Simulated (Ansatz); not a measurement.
**N2H4 (hydrazine): the vertical ionisation energy from total energies**

The species is N2H4 (6 atoms), meant as a singlet with charge 0. As SMILES, `NN`. The shape is that of a PBE0-D4/def2-TZVP optimisation. This is one conformer, not always the lowest.

Both states at this one shape; open shells run unrestricted unless said. 1 Eh = 27.2114 eV.

| level | program | singlet N2H4 (Eh) | doublet [N2H4]+ (Eh) |
| --- | --- | --- | --- |
| MP2/x2c-TZVPall (sfX2C), 2 core orbitals frozen | Ansatz | -111.710056 | -111.334875 |
| MP2/x2c-QZVPall (sfX2C), 2 core orbitals frozen | Ansatz | -111.763909 | -111.382568 |

Problem. Work out the vertical ionisation energy at each level.

Solution. 
1. MP2/x2c-TZVPall (sfX2C): -111.334875 − (-111.710056) = 0.375181 Eh = 10.21 eV.
2. MP2/x2c-QZVPall (sfX2C): -111.382568 − (-111.763909) = 0.381341 Eh = 10.38 eV.

No measured value is set beside it here; the levels span 10.21 to 10.38 eV.
